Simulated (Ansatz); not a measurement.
[H···H···NH], triplet: reading a ladder of total energies

Geometry: a point of a hydrogen-transfer path between rigid fragments, not a stationary point.

```xyz
4

H    -1.8429    0.0594    0.0000
H    -1.0639    0.0594    0.0000
N     0.1771    0.0594    0.0000
H     0.4462   -0.9448    0.0000
```

Basis 6-31G; Ansatz 0.2.0. Only valence electrons are correlated (noble-gas cores frozen), which leaves 8 electrons in 14 orbitals. R marks a restricted (for open shells ROHF) determinant, U an unrestricted one.

Full CI is exact within this basis and frozen core; it isn't the basis-set limit. The frozen core follows each run's orbitals, which can shift R against U totals by a few meV.

Runs differ by some tens of microhartree through their thresholds and, for an open shell, their frozen cores, so steps under 0.1 kcal/mol mean nothing.

```csv
level,total energy (hartree)
UHF,-56.010543
UMP2,-56.093068
UCCSD,-56.113080
UCCSD(T),-56.114203
UCCSDT,-56.114466
UCCSDT(Q),-56.114616
UCCSDTQ,-56.114630
full CI,-56.114604
```

Q: What is the correlation energy at full CI, and what share of it do UMP2 and UCCSDT recover?

A: E(corr) = -56.114604 − (-56.010543) = -0.104061 hartree = -2.832 eV. UMP2: -0.082525 / -0.104061 = 79.30 %. UCCSDT: -0.103923 / -0.104061 = 99.87 %.

Q: By how many kcal/mol does UCCSD(T) miss full CI (1 hartree = 627.509 kcal/mol), and which steps make up the rest?

A: -56.114203 − (-56.114604) = 0.000401 hartree = 0.25 kcal/mol. Steps: UCCSDT − UCCSD(T) = -0.17, UCCSDT(Q) − UCCSDT = -0.09, UCCSDTQ − UCCSDT(Q) = -0.01, full CI − UCCSDTQ = 0.02 kcal/mol. That is within 1 kcal/mol of the reference in this basis, which itself misses far more of the correlation at the basis-set limit.
